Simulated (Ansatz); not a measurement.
**C₃H₆O₃: geometry and frequencies**

The task, for C₃H₆O₃: geometry and frequencies.

Program: Ansatz 0.2.0. Level of theory: the levels named in each step. These are calculated values, not measurements.

### Step 1. The starting structure

Bond lengths: C1–O2 1.413 Å, O3–C4 1.176 Å, C4–C5 1.298 Å, C5–O6 1.376 Å, C1–H7 1.093 Å, C1–H8 1.094 Å, C1–H9 1.088 Å, O2–H10 0.963 Å, C5–H11 1.079 Å, O6–H12 0.971 Å. Angles: C1–O2–H10 108.9°, O2–C1–H7 111.2°, O2–C1–H8 111.3°, O2–C1–H9 106.6°, H7–C1–H8 109.3°, H7–C1–H9 109.1°, H8–C1–H9 109.3°, O3–C4–C5 176.1°, C4–C5–O6 127.4°, C4–C5–H11 118.9°, O6–C5–H11 113.7°, C5–O6–H12 107.9°.

Coordinates:

```xyz
12

C     0.3193    0.4466    2.2343
O    -0.5049    0.9364    1.1959
O    -0.7495   -1.7759   -0.1494
C    -0.1902   -0.9681   -0.7953
C     0.4363   -0.1375   -1.5709
O     0.7402    1.1799   -1.3128
H    -0.0772    0.7203    3.2152
H     0.4252   -0.6404    2.1780
H     1.2950    0.9103    2.1026
H    -1.3788    0.5394    1.2783
H     0.7759   -0.4797   -2.5367
H     0.3836    1.4018   -0.4379
```

### Step 2. A rough first relaxation, PBE-D4/def2-SVP

The input, input.yaml:

```yaml
crystal:
  periodic: [false, false, false]
  atoms:
    - { symbol: C, position_ang: [0.31928, 0.44655, 2.23431] }
    - { symbol: O, position_ang: [-0.50488, 0.93635, 1.19587] }
    - { symbol: O, position_ang: [-0.74948, -1.77594, -0.14937] }
    - { symbol: C, position_ang: [-0.19018, -0.96808, -0.79532] }
    - { symbol: C, position_ang: [0.4363, -0.13751, -1.57094] }
    - { symbol: O, position_ang: [0.74022, 1.17988, -1.3128] }
    - { symbol: H, position_ang: [-0.07722, 0.72027, 3.21522] }
    - { symbol: H, position_ang: [0.42519, -0.64037, 2.17798] }
    - { symbol: H, position_ang: [1.29498, 0.91033, 2.10264] }
    - { symbol: H, position_ang: [-1.37877, 0.53938, 1.27828] }
    - { symbol: H, position_ang: [0.77592, -0.47966, -2.53673] }
    - { symbol: H, position_ang: [0.38362, 1.40183, -0.43788] }
basis:
  gaussian: { orbitals: def2-SVP }
hamiltonian:
  xc: pbe
  dispersion: d4
relax:
  f_tol: 0.03
  max_steps: 200
```

On the command line:

```console
> ansatz run input.yaml --threads 4 --pin off --max-ram 10240MiB --backend cpu --events-out ev --progress --plain --runs-dir out
```

The runs that follow: Relaxation, PBE0-D4/def2-TZVPP; Frequencies, PBE0-D4/def2-TZVPP.

Before running it: what results should come out? Wanted: C1–O2 at PBE0-D4/def2-TZVPP; O3–C4 at PBE0-D4/def2-TZVPP; C4–C5 at PBE0-D4/def2-TZVPP; frequencies at PBE0-D4/def2-TZVPP.

The runs gave:

```
                         quantity            value
      C1–O2 at PBE0-D4/def2-TZVPP          1.420 Å
      O3–C4 at PBE0-D4/def2-TZVPP          1.168 Å
      C4–C5 at PBE0-D4/def2-TZVPP          1.315 Å
frequencies at PBE0-D4/def2-TZVPP  27 to 3894 cm⁻¹
```

What this shows: No mode is imaginary, so the geometry is a minimum.
